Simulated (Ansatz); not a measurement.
HGe–O–Si, quartet: the ladder up to UCCSDT(Q)

Geometry: displaced at random from a stationary point.

```xyz
4

Ge    0.0435    0.0101    1.0187
O    -0.1214   -0.3461   -0.7094
Si   -0.0448    0.1190   -2.2813
H     0.0384    1.4489    1.4156
```

Basis cc-pVDZ; Ansatz 0.2.0. Correlated methods freeze the noble-gas cores and the filled d shells of p-block atoms, which leaves 15 electrons in 44 orbitals. R marks a restricted (for open shells ROHF) determinant, U an unrestricted one. No spin–orbit coupling is included, and no scalar relativity.

Full CI isn't at hand for all of this; UCCSDT(Q) serves as the reference, and is uncertain by the last step of the cluster series or more. The frozen core follows each run's orbitals, which can shift R against U totals by a few meV for light atoms and by up to 0.1 eV past Ca.

The UHF ⟨S²⟩ is 3.774. The T1 diagnostic (RCCSD) is 0.0292 and the largest doubles amplitude (RCCSD) is 0.080. The T1 diagnostic (UCCSD) is 0.0263.

| level | E − E(UHF) (eV) |
| --- | --- |
| UMP2 | -8.2344 |
| UCCSD | -8.9806 |
| UCCSD(T) | -9.2543 |

Estimate how far UCCSDT(Q) in cc-pVDZ lies from UCCSD(T). The table doesn't fix it; the size of (T) and the diagnostics are the guide.

UCCSDT(Q) in cc-pVDZ lies 2.22 mEh below UCCSD(T), which is 22 % of the (T) step (-10.06 mEh). The diagnostics are small and the rest is a small part of (T), but (T) is large here. The miss exceeds 1 kcal/mol.

The other levels:

```tsv
level	E − E(UCCSDT(Q)) (mEh)	wall time
UCCSDT	1.13	–
```

Run but not shown, since their state, orbitals or frozen core can't be matched to the reference's or they repeat it: RHF, RMP2, RCCSD, RCCSD(T), BCCD(T), RCCSDT, RCCSDT(Q).
